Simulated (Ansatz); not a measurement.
Gas-phase reaction in SMILES: [Si]=S + 3 [H][H] (H2) → S (H2S) + [SiH4] (SiH4)

Wanted: energy of full hydrogenation (electronic), in kcal/mol. Set-up: 6-31G* and kin with 6d, 5d where marked; no dispersion term unless named; valence correlation only; non-relativistic; spin-orbit terms left out. Basis-set limits of correlation are two-point, X^-3; Hartree-Fock from the larger set. Ab initio and DFT rows: single points at B3LYP-D3(BJ) geometries (Ansatz, a quantum-chemistry and plane-wave program).

```tsv
species	coefficient	E at HF/6-31G* (Ansatz), Eh	E at B3LYP/def2-TZVPD (Ansatz), Eh
[Si]=S	-1	-686.44118	-687.75190
[H][H] (H2)	-3	-1.12669	-1.17969
S (H2S)	+1	-398.66694	-399.42688
[SiH4] (SiH4)	+1	-291.22510	-291.91659
```

Coupled cluster (Ansatz) is a level with limits of its own, used here on species with T1 under 0.025 (0.045 for open shells) and stable references: CCSD(T)/CBS(def2-TZVPPD,def2-QZVPPD). Value to compare with, CCSD(T)/CBS(def2-TZVPPD,def2-QZVPPD) (Ansatz): -33.4 kcal/mol. 1 Eh = 627.5095 kcal/mol.

Question: Work the quantity out at each level, and compare with CCSD(T)/CBS(def2-TZVPPD,def2-QZVPPD) (Ansatz).

Answer: 
- HF/6-31G*: the sum of coefficient times E is -0.07079 Eh, or -44.42 kcal/mol. Result: -44.4 kcal/mol. Its difference against CCSD(T)/CBS(def2-TZVPPD,def2-QZVPPD) (Ansatz) is -11.0 kcal/mol.
- B3LYP/def2-TZVPD: the sum of coefficient times E is -0.05250 Eh, or -32.94 kcal/mol. Result: -32.9 kcal/mol. Its difference against CCSD(T)/CBS(def2-TZVPPD,def2-QZVPPD) (Ansatz) is 0.5 kcal/mol.
